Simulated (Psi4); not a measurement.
# SiHF2 (SMILES F[SiH]F) at 6 levels

We compute a comparison of 6 runs (UHF/STO-3G, UHF/def2-SVP, UB3LYP/6-31G*, U-wB97X-D3/pcSseg-2, UOMP2/aug-pcseg-0, UCCSD(T)/def2-SVP) of SiHF2. 

The results are computed with Psi4 1.11.

3 further runs of the same task are left out: 1 that didn't finish, 2 set aside as unsound or not needed.

## (1) Starting point

SiHF2 has 4 atoms, charge 0, and is taken as a doublet. As SMILES, `F[SiH]F`. The shape is that of a GFN2-xTB optimisation.

Bond lengths: F1–Si2 1.606 Å, Si2–F3 1.606 Å, Si2–H4 1.439 Å. Angles: F1–Si2–F3 100.4°, F1–Si2–H4 108.7°, F3–Si2–H4 108.6°.

## (2) The energy at UHF/STO-3G (run 1)

Input file input.json:

```json
{
  "schema_name": "qcschema_input",
  "schema_version": 1,
  "molecule": {
    "schema_name": "qcschema_molecule",
    "schema_version": 2,
    "symbols": ["F", "Si", "F", "H"],
    "geometry": [2.31859947, 1.23395336, -0.77531683, -0.05302572, -0.64796819, -0.56897764, -2.33229998, 1.35349744, -0.47768497, 0.06672623, -1.93948261, 1.82197944],
    "molecular_charge": 0,
    "molecular_multiplicity": 2,
    "fix_symmetry": "c1"
  },
  "driver": "energy",
  "model": {
    "method": "scf",
    "basis": "STO-3G"
  },
  "keywords": {
    "reference": "uhf",
    "puream": true,
    "e_convergence": 1e-09,
    "d_convergence": 1e-08,
    "scf_type": "pk",
    "maxiter": 200,
    "scf_properties": ["MULLIKEN_CHARGES", "WIBERG_LOWDIN_INDICES", "MAYER_INDICES"]
  }
}
```

Run with:

```
$ psi4 --qcschema input.json -n 1 --memory 1600MB
```

stdout:

```text
[...]
  Running in c1 symmetry.
[...]
  Nuclear repulsion =  109.410123187225224
[...]
  Multiplicity = 2
[...]
  Nalpha       = 17
  Nbeta        = 16
[...]
    Number of basis functions: 20
[...]
   @UHF iter   1:  -482.16081624075321   -1.47678e+00   1.34267e-02 ADIIS/DIIS
[...]
   @UHF iter  13:  -482.23845474653530   -5.68434e-14   4.82755e-09 DIIS
[...]
   @S^2 Observed:                7.545488633E-01
[...]
    Orbital Energies [Eh]
    ---------------------
    Alpha Occupied:
       1A    -67.998186     2A    -25.822310     3A    -25.822066
       4A     -5.995051     5A     -4.027472     6A     -4.014357
       7A     -4.013458     8A     -1.452692     9A     -1.424337
      10A     -0.664616    11A     -0.526602    12A     -0.492702
      13A     -0.491837    14A     -0.438099    15A     -0.406539
      16A     -0.400421    17A     -0.251109
    Alpha Virtual:
      18A      0.479480    19A      0.561249    20A      0.567063
    Beta Occupied:
[...]
  @UHF Final Energy:  -482.23845474653530
   => Energetics <=
    Nuclear Repulsion Energy =            109.4101231872252242
    One-Electron Energy =                -895.3778448225205011
    Two-Electron Energy =                 303.7292668887599234
    Total Energy =                       -482.2384547465352966
  UHF NO Occupations:
  HONO-2 :   15  A 1.9992524
  HONO-1 :   16  A 1.9988403
[...]
 Multipole Moments:
 ------------------------------------------------------------------------------------
     Multipole            Electronic (a.u.)      Nuclear  (a.u.)        Total (a.u.)
 ------------------------------------------------------------------------------------
 L = 1.  Multiply by 2.5417464519 to convert [e a0] to [Debye]
 Dipole X            :         -0.0598924            0.0270455           -0.0328469
 Dipole Y            :          1.3049585           -2.0482561           -0.7432976
 Dipole Z            :         -1.4608863            1.2451963           -0.2156900
 Magnitude           :                                                    0.7746563
[...]
  Mulliken Charges: (a.u.)
   Center  Symbol    Alpha    Beta     Spin     Total
       1     F     4.70930  4.62427  0.08503 -0.33356
       2    SI     6.94716  6.20864  0.73851  0.84420
       3     F     4.70929  4.62426  0.08503 -0.33356
       4     H     0.63425  0.54282  0.09142 -0.17707
   Total alpha = 17.00000, Total beta = 16.00000, Total charge = -0.00000
  Mayer Bond Indices:
  Total Bond Index:
  Irrep: 1 Size: 4 x 4
[...]
```

The result, in JSON:

```text
{
 "driver": "energy",
 "model": {
  "method": "scf",
  "basis": "STO-3G"
 },
 "success": true,
 "return_result": -482.2384547465353,
 "properties": {
  "calcinfo_nbasis": 20,
  "calcinfo_nmo": 20,
  "calcinfo_nalpha": 17,
  "calcinfo_nbeta": 16,
  "calcinfo_natom": 4,
  "nuclear_repulsion_energy": 109.41012318722522,
  "return_energy": -482.2384547465353,
  "scf_one_electron_energy": -895.3778448225205,
  "scf_two_electron_energy": 303.7292668887599,
  "scf_dipole_moment": [-0.03284690635137205, -0.7432975613366681, -0.21568995808566283],
  "scf_total_energy": -482.2384547465353,
  "scf_iterations": 13
 }
}
```

It took 2.4 s on 1 thread of Intel Xeon Platinum 8375C at 2.90GHz (Ice Lake), shared host; peak memory 0.18 GiB.

## (3) Energy and gradient at UHF/def2-SVP (run 2)

Input file f2hsi.inp:

```
memory 1600 mb

molecule geom {
  0 2
  F      1.226950     0.652980    -0.410280
  Si    -0.028060    -0.342890    -0.301090
  F     -1.234200     0.716240    -0.252780
  H      0.035310    -1.026330     0.964150
  symmetry c1
}

set basis def2-SVP
set reference uhf
set puream true
set e_convergence 1e-09
set d_convergence 1e-08
set scf_type pk
set maxiter 200

E, wfn = gradient('hf', return_wfn=True)
oeprop(wfn, 'DIPOLE', 'QUADRUPOLE', 'MAYER_INDICES')
```

Run with:

```
$ psi4 f2hsi.inp f2hsi.out -n 1
```

f2hsi.out:

```text
[...]
  Running in c1 symmetry.
[...]
  Nuclear repulsion =  109.410123050686849
[...]
  Multiplicity = 2
[...]
  Nalpha       = 17
  Nbeta        = 16
[...]
    Number of basis functions: 51
[...]
   @UHF iter   1:  -488.13893754788251   -7.74331e-01   7.77165e-03 DIIS/ADIIS
[...]
   @UHF iter  13:  -488.20495556236420   -7.38964e-13   3.64144e-09 DIIS
[...]
   @S^2 Observed:                7.534201514E-01
[...]
  @UHF Final Energy:  -488.20495556236420
   => Energetics <=
    Nuclear Repulsion Energy =            109.4101230506868490
    One-Electron Energy =                -897.8330486535285218
    Two-Electron Energy =                 300.2179700404774962
    Total Energy =                       -488.2049555623642050
  UHF NO Occupations:
  HONO-2 :   15  A 1.9998029
  HONO-1 :   16  A 1.9986235
[...]
  -Total Gradient:
     Atom            X                  Y                   Z
    ------   -----------------  -----------------  -----------------
       1       -0.005614641901     0.007039336337     0.002089072388
       2       -0.000009868832    -0.023592037302     0.008953196549
       3        0.006165918778     0.006754028102     0.001336051667
       4       -0.000541408046     0.009798672860    -0.012378320603
[...]
 Multipole Moments:
 ------------------------------------------------------------------------------------
     Multipole            Electronic (a.u.)      Nuclear  (a.u.)        Total (a.u.)
 ------------------------------------------------------------------------------------
 L = 1.  Multiply by 2.5417464519 to convert [e a0] to [Debye]
 Dipole X            :         -0.0552922            0.0270455           -0.0282467
 Dipole Y            :          1.0773293           -2.0482561           -0.9709268
 Dipole Z            :         -1.2980853            1.2451963           -0.0528890
 Magnitude           :                                                    0.9727764
 L = 2.  Multiply by 1.3450342976 to convert [e a0^2] to [Debye ang]
 Quadrupole XX       :       -116.7035928           97.3642367          -19.3393562
 Quadrupole XY       :          2.1009286           -2.0143277            0.0866008
[...]
```

Wall time 2.7 s (1 thread of Intel Xeon Platinum 8375C at 2.90GHz (Ice Lake), shared host); peak memory 0.2 GiB.

Runs 3 to 4 aren't shown in full; the table further down has their settings and results.

## (4) A single-point energy at UOMP2/aug-pcseg-0 (density fitting, density fitting for correlation) (run 5)

Input file f2hsi.py:

```python
import psi4

psi4.set_memory('1600 MB')
psi4.set_num_threads(1)
psi4.core.set_output_file('psi4.out', False)

geom = psi4.geometry("""
0 2
F      2.31859947     1.23395336    -0.77531683
Si    -0.05302572    -0.64796819    -0.56897764
F     -2.33229998     1.35349744    -0.47768497
H      0.06672623    -1.93948261     1.82197944
units bohr
no_reorient
no_com
""")

options = {'reference': 'uhf', 'scf_type': 'df', 'mp2_type': 'df'}
psi4.set_options(options)

result, w = psi4.energy('omp2/aug-pcseg-0', molecule=geom, return_wfn=True)
print(f'total energy {result:.8f} hartree = {result * 27.211386:.5f} eV')
```

Run with:

```
$ python f2hsi.py
```

psi4.out:

```text
[...]
  Running in c1 symmetry.
[...]
  Nuclear repulsion =  109.410123187225224
[...]
  Multiplicity = 2
[...]
  Nalpha       = 17
  Nbeta        = 16
[...]
    Number of basis functions: 46
[...]
   @DF-UHF iter   1:  -487.44284475306347   -6.84590e-01   9.55819e-03 ADIIS/DIIS
[...]
   @DF-UHF iter  12:  -487.51174000846402   -4.20641e-12   8.04095e-09 DIIS
[...]
   @S^2 Observed:                7.526595697E-01
[...]
    Orbital Energies [Eh]
    ---------------------
    Alpha Occupied:
       1A    -68.874981     2A    -26.321153     3A    -26.321123
       4A     -6.186793     5A     -4.396328     6A     -4.388663
       7A     -4.388055     8A     -1.625627     9A     -1.599652
      10A     -0.818414    11A     -0.717282    12A     -0.717206
      13A     -0.707888    14A     -0.672893    15A     -0.648767
      16A     -0.609739    17A     -0.404335
    Alpha Virtual:
      18A      0.046461    19A      0.050403    20A      0.065794
      21A      0.078357    22A      0.099769    23A      0.169699
      24A      0.206356    25A      0.278379    26A      0.362852
[...]
  @DF-UHF Final Energy:  -487.51174000846402
   => Energetics <=
    Nuclear Repulsion Energy =            109.4101231872252242
    One-Electron Energy =                -895.6510779041205979
    Two-Electron Energy =                 298.7292147084314138
    Total Energy =                       -487.5117400084640167
  UHF NO Occupations:
  HONO-2 :   15  A 1.9998182
  HONO-1 :   16  A 1.9990811
[...]
 Multipole Moments:
 ------------------------------------------------------------------------------------
     Multipole            Electronic (a.u.)      Nuclear  (a.u.)        Total (a.u.)
 ------------------------------------------------------------------------------------
 L = 1.  Multiply by 2.5417464519 to convert [e a0] to [Debye]
 Dipole X            :          0.7628675           -0.7989384           -0.0360709
 Dipole Y            :        -13.6606380           12.2760199           -1.3846180
 Dipole Z            :         17.4117339          -17.4207237           -0.0089898
 Magnitude           :                                                    1.3851170
[...]
	Warning: cc_lambda option is changed to TRUE
	For this residual convergence, default PCG convergence is:     1.00e-07
[...]
	DF-SCS-MP2 Total Energy (a.u.)     :  -487.82716674757023
	DF-SOS-MP2 Total Energy (a.u.)     :  -487.82195276593598
[...]
	DF-SCS-OMP2 Total Energy (a.u.)    :  -487.83388518147495
	DF-SOS-OMP2 Total Energy (a.u.)    :  -487.80281293356160
	DF-SCS(N)-OMP2 Total Energy (a.u.) :  -487.66641889123173
[...]
	DF-OMP2 Total Energy (a.u.)        :  -487.84595375880536
[...]
```

Standard output:

```text
total energy -487.84595376 hartree = -13274.96456 eV
```

Run time: 4.5 s. Hardware: 1 thread of Intel Xeon Platinum 8375C at 2.90GHz (Ice Lake), shared host; peak memory 0.21 GiB.

## (5) The energy at UCCSD(T)/def2-SVP (run 6)

Input file calc.dat:

```
memory 1.6 GB

molecule mol {
  0 2
  F      1.226950     0.652980    -0.410280
  Si    -0.028060    -0.342890    -0.301090
  F     -1.234200     0.716240    -0.252780
  H      0.035310    -1.026330     0.964150
  symmetry c1
}

set {
  basis def2-SVP
  reference uhf
  puream true
  e_convergence 1e-09
  d_convergence 1e-08
  scf_type pk
  num_frozen_docc 7
  maxiter 200
}

E, wfn = energy('ccsd(t)', return_wfn=True)
```

Run with:

```
$ psi4 calc.dat calc.out -n 1
```

calc.out:

```text
[...]
  Running in c1 symmetry.
[...]
  Nuclear repulsion =  109.410123050686849
[...]
  Multiplicity = 2
[...]
  Nalpha       = 17
  Nbeta        = 16
[...]
    Number of basis functions: 51
[...]
   @UHF iter   1:  -488.13893754788251   -7.74331e-01   7.77165e-03 ADIIS/DIIS
[...]
   @UHF iter  13:  -488.20495556236420   -7.38964e-13   3.64144e-09 DIIS
[...]
   @S^2 Observed:                7.534201514E-01
[...]
    Orbital Energies [Eh]
    ---------------------
    Alpha Occupied:
       1A    -68.859477     2A    -26.286109     3A    -26.286066
       4A     -6.223484     5A     -4.337896     6A     -4.331542
       7A     -4.329644     8A     -1.582328     9A     -1.557997
      10A     -0.801779    11A     -0.713397    12A     -0.701000
      13A     -0.696899    14A     -0.661361    15A     -0.635182
      16A     -0.593003    17A     -0.388394
    Alpha Virtual:
      18A      0.132616    19A      0.175208    20A      0.252592
      21A      0.286897    22A      0.456353    23A      0.587854
      24A      0.595915    25A      0.642841    26A      0.649392
[...]
  @UHF Final Energy:  -488.20495556236420
   => Energetics <=
    Nuclear Repulsion Energy =            109.4101230506868490
    One-Electron Energy =                -897.8330486535285218
    Two-Electron Energy =                 300.2179700404774962
    Total Energy =                       -488.2049555623642050
  UHF NO Occupations:
  HONO-2 :   15  A 1.9998029
  HONO-1 :   16  A 1.9986235
[...]
 Multipole Moments:
 ------------------------------------------------------------------------------------
     Multipole            Electronic (a.u.)      Nuclear  (a.u.)        Total (a.u.)
 ------------------------------------------------------------------------------------
 L = 1.  Multiply by 2.5417464519 to convert [e a0] to [Debye]
 Dipole X            :         -0.0552922            0.0270455           -0.0282467
 Dipole Y            :          1.0773293           -2.0482561           -0.9709268
 Dipole Z            :         -1.2980853            1.2451963           -0.0528890
 Magnitude           :                                                    0.9727764
[...]
      * MP2 total energy                      = -488.653003589774642
[...]
      * CCSD total energy                     = -488.666448520889674
[...]
      * CCSD(T) total energy                     = -488.673422546142092
[...]
```

Run time: 8.7 s. Hardware: 1 thread of Intel Xeon Platinum 8375C at 2.90GHz (Ice Lake), shared host; peak memory 0.23 GiB.

## (6) All runs side by side

| run | level | task | Cartesian functions | energy (Eh) | dipole moment (D) | HOMO energy (eV) | LUMO energy (eV) | wall time |
| --- | --- | --- | --- | --- | --- | --- | --- | --- |
| 1 | UHF/STO-3G | energy | no | -482.238455 | 1.97 | -6.83 | 5.38 | 2.4 s |
| 2 | UHF/def2-SVP | gradient | no | -488.204956 | 2.47 | -10.57 | 0.84 | 2.7 s |
| 3 | UB3LYP/6-31G* (Cartesian functions) | energy | yes | -489.827830 | 1.81 | -6.59 | -3.25 | 8.4 s |
| 4 | U-wB97X-D3/pcSseg-2 (sfX2C, density fitting with def2-universal-jkfit) | properties | no | -490.611010 | 2.05 | -9.22 | -1.62 | 9.3 s |
| 5 | UOMP2/aug-pcseg-0 (density fitting, density fitting for correlation) | energy | no | -487.845954 | – | -11.00 | -0.43 | 4.5 s |
| 6 | UCCSD(T)/def2-SVP | energy | no | -488.673423 | – | -10.57 | 0.84 | 8.7 s |

## (7) Summary of results

```
                                                         quantity          value
                                              run 6: total energy  -488.67342 Eh
run 6: HOMO energy (Hartree–Fock orbitals) (highest over α and β)      -10.57 eV
 run 6: LUMO energy (Hartree–Fock orbitals) (lowest over α and β)        0.84 eV
               run 6: correlation energy (7 core orbitals frozen)     -468.5 mEh
                                            run 6: (T) correction      -6.97 mEh
                         run 6: ⟨S²⟩ of the reference determinant          0.753
                                             run 6: T1 diagnostic          0.020
```

In words: Over runs 1, 2, 3, 4 the dipole moment (its size) runs from 1.81 D (UB3LYP/6-31G*) to 2.47 D (UHF/def2-SVP). The two ends differ in method and basis. Totals of different functionals can't be ranked against each other. Some runs of one species differ in core potentials or relativity; totals across that change don't compare. In run 1 the basis is minimal, so the values are rough. All runs together took 36 s, the longest 9.3 s.
